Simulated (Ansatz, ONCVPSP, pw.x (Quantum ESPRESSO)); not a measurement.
What a changed setting does to a pw.x run (diamond Si)

Potential: optimised norm-conserving Vanderbilt (ONCV), ONCVPSP 4.0.1.1 (patched build), PBE; core [Ne], reference 3s2 3p2; waves: 3s: rc 1.70 bohr, ncon 4, nbas 9, qcut 4.7 1/bohr, 2 projectors, debl 1.2 Ha; 3p: rc 2.15 bohr, ncon 4, nbas 9, qcut 3.7 1/bohr, 1 projector; d scattering state at 0.26 Ha: rc 2.10 bohr, ncon 3, nbas 6, qcut 4.7 1/bohr, 2 projectors, debl 2 Ha; local part: polynomial inside 1.70 bohr (lpopt 3, dvloc0 1 Ha); core correction: Teter function fitted to the true core (icmod 2), fcfact 0.94.

The reference run (k-mesh 8³, cutoffs 50/200 Ry, Fermi–Dirac 0.01 Ry, mixing_beta 0.4, conv_thr 1e-9, no spin) gives -0.43 GPa at 20.463 Å³/atom, where all-electron LAPW gives -0.05 GPa. This run, with its own iteration cap, changes k-mesh shift to 1.

```
&control
  calculation='scf', prefix='x', pseudo_dir='./', outdir='./tmp', tstress=.true., disk_io='none'
/
&system
  ibrav=0, nat=2, ntyp=1, ecutwfc=50, ecutrho=200, nbnd=11,
  occupations='smearing', smearing='fd', degauss=0.01
/
&electrons
  conv_thr=1e-09, mixing_beta=0.4, electron_maxstep=70
/
ATOMIC_SPECIES
Si 1.0 Si.UPF
CELL_PARAMETERS angstrom
  0.00000000 2.73520428 2.73520428
  2.73520428 0.00000000 2.73520428
  2.73520428 2.73520428 0.00000000
ATOMIC_POSITIONS crystal
Si 0.0000 0.0000 0.0000
Si 0.2500 0.2500 0.2500
K_POINTS automatic
8 8 8 1 1 1
```

```bash
pw.x < Si.scf.in > Si.scf.out
```

Q: How does the run end?

A: It converges in 7 iterations; the free energy moves by -1.8 meV/atom and the pressure by +0.00 GPa.

```
Message from routine setup:
     using ibrav=0 with symmetry is DISCOURAGED, use correct ibrav instead
     lattice parameter (alat)  =       7.3098  a.u.
     unit-cell volume          =     276.1823 (a.u.)^3
     number of electrons       =         8.00
     number of Kohn-Sham states=           11
     kinetic-energy cutoff     =      50.0000  Ry
     charge density cutoff     =     200.0000  Ry
     scf convergence threshold =      1.0E-09
     Exchange-correlation= PBE
     number of k points=    60  Fermi-Dirac smearing, width (Ry)=  0.0100
     iteration #  1     ecut=    50.00 Ry     beta= 0.40
     total energy              =     -22.18738837 Ry
     estimated scf accuracy    <       0.05491381 Ry
     iteration #  2     ecut=    50.00 Ry     beta= 0.40
     total energy              =     -22.18484903 Ry
     estimated scf accuracy    <       0.01551975 Ry
     iteration #  3     ecut=    50.00 Ry     beta= 0.40
     total energy              =     -22.18550391 Ry
     estimated scf accuracy    <       0.00019365 Ry
     iteration #  4     ecut=    50.00 Ry     beta= 0.40
     c_bands:  2 eigenvalues not converged
     c_bands:  1 eigenvalues not converged
     total energy              =     -22.18551630 Ry
     estimated scf accuracy    <       0.00000136 Ry
     iteration #  5     ecut=    50.00 Ry     beta= 0.40
     total energy              =     -22.18551683 Ry
     estimated scf accuracy    <       0.00000008 Ry
     iteration #  6     ecut=    50.00 Ry     beta= 0.40
     total energy              =     -22.18551685 Ry
     estimated scf accuracy    <          1.9E-09 Ry
     iteration #  7     ecut=    50.00 Ry     beta= 0.40
     the Fermi energy is     6.2881 ev
!    total energy              =     -22.18551685 Ry
     estimated scf accuracy    <          3.0E-10 Ry
     smearing contrib. (-TS)   =      -0.00019231 Ry
     The total energy is F=E-TS. E is the sum of the following terms:
     one-electron contribution =       4.83251313 Ry
     hartree contribution      =       1.11659235 Ry
     xc contribution           =     -11.45957591 Ry
     ewald contribution        =     -16.67485410 Ry
     convergence has been achieved in   7 iterations
          total   stress  (Ry/bohr**3)                   (kbar)     P=       -4.28
     Message from routine punch:
     Nothing written, as per user request (disk_io='none')
```

The run took about 29 s on one core of a shared host (Neoverse-N1, 64 threads, 124 GiB, load 50).
